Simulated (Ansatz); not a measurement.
Born–Oppenheimer molecular dynamics of H6OSi2 (9 atoms, charge 0, multiplicity 1). It starts at the highest image of a converged band. Of that band: Neighbouring images differ by up to 2.3 eV, so the band resolves the path poorly. A vibrational analysis at the climbing image gives one clearly imaginary mode, 1341i cm⁻¹: a first-order saddle point.

Method: RKS r2SCAN/cc-pVDZ (Ansatz).

```
ensemble                      : NVE (velocity Verlet)
time step                     : 0.5 fs
steps asked                   : 200
starting velocities drawn for : 300 K
seed                          : 11595
```

First frame:

```xyz
9
Properties=species:S:1:pos:R:3
Si 0.205 0.052 -0.487
O 0.690 0.101 1.405
Si -0.299 -0.543 2.656
H -0.686 -1.948 2.318
H 0.488 -0.516 3.924
H -1.514 0.322 2.744
H 1.271 -0.625 0.567
H 0.143 1.520 -0.835
H -1.255 -0.344 -0.415
```

**Question.** What does the run give?

**Answer.** All steps were run.

```json
{"steps done": "200", "time covered": "100 fs", "mean temperature over the second half": "1886 K", "spread of the potential energy over the second half": "61.9 meV per atom", "mean potential energy of the second half above the start": "-159.6 meV per atom"}
```

The conserved energy stayed within 0.79 meV per atom of its start (net change -0.23 meV per atom), so the integration is sound. The kinetic energy rose, since the run started high on the potential surface and went downhill. A run of 0.1 ps of so small a system gives no equilibrium averages. The orbitals stay closed-shell, which can raise the energy where a bond breaks towards radicals; this wasn't checked here.

**Question.** What happens to the structure?

**Answer.** Between its relaxed ends the band would form O2–H7 and break Si1–H7. These pairs go: O2–H7 1.25 → 2.05 Å, Si1–H7 1.65 → 1.44 Å. In the last frame they stand as before the step (other bonds may differ from the relaxed reactants and products). It ends as one piece, H6OSi2. Pairs count as bonded within 1.25 times the sum of covalent radii (0.12 Å more for H–H). The details hang on the random start.

**Question.** How do temperature and energy run in time?

**Answer.** 
```csv
time (fs),T (K),potential energy less start (eV),conserved less start (meV/atom)
0,300,0.000,0.00
8,835,-0.483,0.13
16,2898,-2.353,-0.28
24,1390,-0.986,-0.03
32,1198,-0.811,0.21
40,1336,-0.938,-0.02
48,2715,-2.191,-0.66
56,1089,-0.714,-0.05
64,2077,-1.611,-0.34
72,2638,-2.117,-0.20
80,1063,-0.692,-0.16
88,2229,-1.746,-0.12
96,2515,-2.007,-0.27
```

Time of the run: 6.9 min on 2 threads of Intel(R) Xeon(R) Platinum 8488C (Sapphire Rapids), with other jobs on the host, peak memory 0.15 GiB.
